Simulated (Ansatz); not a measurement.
Consider Ag in the fcc (Cu type) structure (space group Fm-3m, No. 225; a = 4.149 Å).

Calculations: plane-wave PAW DFT at the PBE level (Ansatz, a program for electronic structure, 420 eV), no SOC.

The change: every Ag is replaced by Cu; the structure is relaxed again.

Measured lattice parameter a: Ag 4.062 Å (static lattice; corrected from measurement; as listed in Daniel Mejia-Rodriguez, S. B. Trickey, Phys. Rev. B (2018)); Cu 3.595 Å (static lattice; corrected from measurement; as listed in Gábor I. Csonka et al., Physical Review B (2009)).

Problem. How well does PBE reproduce the measured shift?

Solution. With PBE the lattice parameter a moves by -0.519 Å (4.149 → 3.630) against -0.467 Å measured.

No phonon test of stability was made. All final runs are without spin polarisation.
